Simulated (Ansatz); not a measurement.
System: BHPb₂O₄ (C2/m, No. 12; cell taken from a computed entry). Method: PBEsol+SOC in Ansatz (PAW).

Run with plane-wave cutoff 520 eV, 8×8×6 k mesh (along the axes of the cell as run), Fermi–Dirac smearing 0.01 eV, PAW data made under PBE.

Cell (relaxed with PBEsol):

```cif
data_H4B4O16Pb8
_chemical_formula_sum 'B4 H4 Pb8 O16'
_space_group_name_H-M_alt 'C2/m'
_space_group_IT_number 12
_space_group_name_Hall '-C 2y'
_cell_length_a 12.91953
_cell_length_b 5.67073
_cell_length_c 7.37934
_cell_angle_alpha 90.000
_cell_angle_beta 116.762
_cell_angle_gamma 90.000
loop_
_atom_site_label
_atom_site_type_symbol
_atom_site_symmetry_multiplicity
_atom_site_Wyckoff_symbol
_atom_site_fract_x
_atom_site_fract_y
_atom_site_fract_z
_atom_site_occupancy
B1 B 4 i 0.33070 0.00000 0.34431 1
H1 H 4 i 0.03771 0.50000 0.37773 1
Pb1 Pb 4 i 0.05819 0.00000 0.26796 1
Pb2 Pb 4 i 0.15613 0.50000 0.07378 1
O1 O 4 i 0.41029 0.00000 0.26867 1
O2 O 4 i 0.37178 0.00000 0.55545 1
O3 O 4 i 0.21493 0.00000 0.21467 1
O4 O 4 g 0.00000 0.25443 0.00000 1
```
(The calculation used a cell of 16 atoms; values per cell refer to that cell.)

**Question.** Give the computed band gap, smallest direct gap on the k points sampled and direct gap at Γ.

**Answer.** 
- band gap = 2.85 eV (indirect)
- smallest direct gap on the k points sampled = 3.06 eV
- direct gap at Γ = 3.78 eV

Note: cell and atoms aren't relaxed at this level (largest force component 0.08 eV/Å).

Static lattice: no zero-point or thermal effects.

Ansatz is an electronic-structure program.
